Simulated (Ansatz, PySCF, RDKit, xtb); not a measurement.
**C4H6S: ranking a sample of isomers**

Which of a sample of isomers of C4H6S is the most stable in the gas at 298.15 K, and what are its properties? The sample is small against all isomers, and the most stable one of this formula need not be in it.

Plan: many cheap relaxations first (GFN2-xTB), then density-functional screening, relaxation at B3LYP/def2-SVP, vibrations and a final energy. The numbers are computed, not measured.

## Step 1: Candidates

Isomers were taken from a list of plausible structures; this is a sample, not all of them. That gives 10 candidates.

```tsv
label	SMILES	spin
c152	C=CC(C)=S	singlet
c217	C=CCC=S	singlet
c251	C#CCSC	singlet
c301	S[C@]12C[C@H]1C2	singlet
c327	CC#CCS	singlet
c406	CCC=C=S	singlet
c467	CSC1=CC1	singlet
c482	C1=CSCC1	singlet
c520	S=CC1CC1	singlet
c618	C=C(C)C=S	singlet
```

Candidates are built by distance geometry, with a force field where one applies, in up to four conformers (letters a to d).

Q: Predict the outcome of this search (final energies at CCSD(T)/def2-SVP + MP2/def2-TZVPP - MP2/def2-SVP).

| quantity | value |
| --- | --- |
| lowest structure found | C1=CSCC1, singlet, C1 |
| next finalist | C=C(C)C=S, singlet, 8.5 kcal/mol higher in G |
| share at equilibrium, among the finalists | 100.0 % |
| harmonic wavenumbers, lowest and highest (B3LYP/def2-SVP) | 152 and 3220 cm⁻¹ |
| rotational constants, same geometry | 0.2268, 0.154, 0.09645 cm⁻¹ |
| dipole moment (PBE0/def2-TZVPD) | 1.66 D |
| HOMO energy (PBE0/def2-TZVPD) | -5.88 eV |
| LUMO energy (PBE0/def2-TZVPD) | 0.06 eV |
| HOMO–LUMO gap (PBE0/def2-TZVPD) | 5.94 eV |
| lowest excitation (TD-PBE0/def2-SVPD) | 4.74 eV (f = 0.006) |
| strongest of the states computed, same level | 5.23 eV (f = 0.107) |
| lowest triplet excitation, same level, Tamm-Dancoff | 3.51 eV |
| vertical ionisation energy | 7.90 eV |
| vertical electron affinity | -1.12 eV (unbound: the value depends on the basis) |
| vertical triplet less singlet | +3.48 eV |

`C1=CSCC1` comes out lowest. Among the finalists first place is clear (8.5 kcal/mol); structures outside the list aren't covered. GFN2-xTB, HF/STO-3G, r2SCAN-D4/def2-SVP, B3LYP/def2-SVP, HF/def2-SVP and MP2/def2-SVP already put its bonding pattern lowest among the structures in one piece. One minimum inside the window was never screened. Lowest found is not proven lowest: the search is finite, and each finalist counts with one conformer. Only 10 drawn patterns were tried, so whole families of isomers are missing, and the result ranks this sample alone.
